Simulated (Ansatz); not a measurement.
Breaking a bond: LiH, singlet.

Method: full CI/cc-pVQZ, frozen core (Ansatz, a quantum-chemistry and plane-wave program).

Q: Relative to R = 1.60 Å, what are the energies at R = 1.73, 1.99, 3.88, 5.48 Å?

A: 0.9 kcal/mol at 1.73 Å, 7.0 kcal/mol at 1.99 Å, 53.0 kcal/mol at 3.88 Å, 57.1 kcal/mol at 5.48 Å.
